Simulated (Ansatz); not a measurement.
## [H···H···O], triplet in cc-pVDZ: errors against full CI

Geometry: a point of a hydrogen-transfer path between rigid fragments, not a stationary point.

| atom | x (Å) | y (Å) | z (Å) |
| --- | --- | --- | --- |
| H | 0.0000 | 0.0000 | -0.9037 |
| H | 0.0000 | 0.0000 | -0.1587 |
| O | 0.0000 | 0.0000 | 1.0623 |

Basis cc-pVDZ; Ansatz 0.2.0. Correlated methods freeze the noble-gas cores, which leaves 8 electrons in 23 orbitals. R marks a restricted (for open shells ROHF) determinant, U an unrestricted one. Active spaces: pair = (4e, 4o) about the gap; valence = (8e, 6o) chosen from the atoms' valence shells.

Full CI is exact within this basis and frozen core; it isn't the basis-set limit. The frozen core follows each run's orbitals, which can shift R against U totals by a few meV.

For open shells CISD is restricted-active-space CI with the open shells as a complete middle space.

```
UHF ⟨S²⟩                          : 2.027
T1 diagnostic (RCCSD)             : 0.0343
largest doubles amplitude (RCCSD) : 0.065
T1 diagnostic (UCCSD)             : 0.0180
```

```tsv
level	E − E(RHF) (eV)
UHF	-0.3160
RMP2	-4.2405
UMP2	-4.2639
RCCSD	-4.9008
UCCSD	-4.9060
RCCSD(T)	-4.9582
UCCSD(T)	-4.9595
```

Task: Estimate how far full CI in cc-pVDZ lies from RCCSD(T). The table doesn't fix it; the size of (T) and the diagnostics are the guide.

Result: Full CI in cc-pVDZ lies 0.47 mEh below RCCSD(T), which is 22 % of the (T) step (-2.11 mEh). T1 is raised, but (T) still catches most of what CCSD lacks.

The other levels:

```csv
level,E − E(full CI) (mEh),share of correlation (%),wall time
CISD,8.94,95.11,0.61 s
BCCD(T),0.50,99.73,1 s
RCCSDT,0.18,99.90,–
UCCSDT,0.13,99.93,–
RCCSDT(Q),0.00,100.00,4 s
UCCSDT(Q),-0.04,100.02,3 s
RCCSDTQ,-0.01,100.01,9 s (H100)
UCCSDTQ,-0.06,100.03,10 s (H100)
CASSCF (pair space),157.22,13.94,–
NEVPT2 (pair space),21.06,88.47,0.57 s
CASSCF (valence space),154.34,15.51,–
NEVPT2 (valence space),29.05,84.10,0.21 s
MRCISD (valence space),6.35,96.52,–
MRCISD+Q (valence space),0.46,99.75,0.83 s
```

The correlation energy at full CI, counted from RHF, is -4.971 eV. That run took 4 s on 2 threads of AMD EPYC 7R13 with a shared H100 80 GB, shared host over 19,602,700 determinants.

Times hold each run's SCF and search for its determinant on a shared host, so for small cases they say little of a method's own cost; rows without a card ran on 1 thread of AMD EPYC 7R13.

The full-CI state has the irrep B2 of C2v, in the program's axes (one component, if the state is degenerate).

Natural occupations of full CI about the gap: 1.980 1.974 1.958 0.999 0.994 0.027 0.017 0.010 0.007 0.006; effectively unpaired electrons, Σ n²(2−n)², 2.02.
